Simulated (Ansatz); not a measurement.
`C=CC(F)(F)Cl`, relaxed with RKS PBE-D4/def2-SVP in the Gaussian-basis code of Ansatz from a rough embedded geometry. The force threshold is 0.03 eV/Å; the program also tests the step.

The species carries charge 0 and has multiplicity 1.

Start:

```xyz
9

C     0.684    0.889    0.979
C     0.199   -0.283    0.450
C    -0.498   -0.431   -0.855
F    -0.453    0.718   -1.614
F     0.217   -1.315   -1.649
Cl   -2.143   -1.024   -0.666
H     1.136    0.860    1.946
H     0.515    1.790    0.470
H     0.344   -1.204    0.939
```

Task: How much energy does the relaxation release, and in how many steps? (An estimate is asked.)

Result: Computed: 0.27 eV, in 7 steps.

Task: Which bonds change most? (Estimate.)

Result: Computed: C3–Cl6 from 1.759 to 1.815 Å; C1–H8 from 1.049 to 1.101 Å; C2–H9 from 1.053 to 1.101 Å; C1–C2 from 1.374 to 1.341 Å.

Task: Give the relaxed structure. (An estimate is asked.)

Result: Ansatz gave: 
```xyz
9

C     0.649    0.859    0.964
C     0.222   -0.306    0.456
C    -0.442   -0.421   -0.883
F    -0.480    0.754   -1.546
F     0.208   -1.316   -1.667
Cl   -2.146   -1.011   -0.674
H     1.137    0.902    1.949
H     0.521    1.803    0.411
H     0.331   -1.263    0.990
```
